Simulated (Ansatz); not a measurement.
Basis-set extrapolation for C$_{3}$H$_{6}$FNO, SMILES `CC(N)(F)C=O` (PBE0-D4/def2-TZVP geometry, frozen core, Ansatz). Multiplicity 1, RHF reference.

|  | def2-TZVPP | def2-QZVPP |
| --- | --- | --- |
| HF | -345.985574 | -346.001138 |
| MP2 correlation | -1.185770 | -1.275782 |
| CCSD(T) correlation | -1.262605 | not run |

Energies in hartree. Use E(X) = E(∞) + A·exp(−7.88·√X) for Hartree–Fock and E(X) = E(∞) + B·X^(−2.97) for correlation, with X = 3 and 4, and add CCSD(T) minus MP2 of the smaller set to the MP2 limit.

**Question.** What is the CCSD(T) energy at the basis-set limit?

**Answer.** HF limit: -346.001138 + (-0.015564) × 0.13774 = -346.00328. MP2 limit: -1.275782 + (-0.090012) × 0.74074 = -1.34246. Higher-order term: -1.262605 − (-1.185770) = -0.07683. Total: -347.42257 hartree, 457.9 kJ/mol below CCSD(T)/def2-TZVPP.
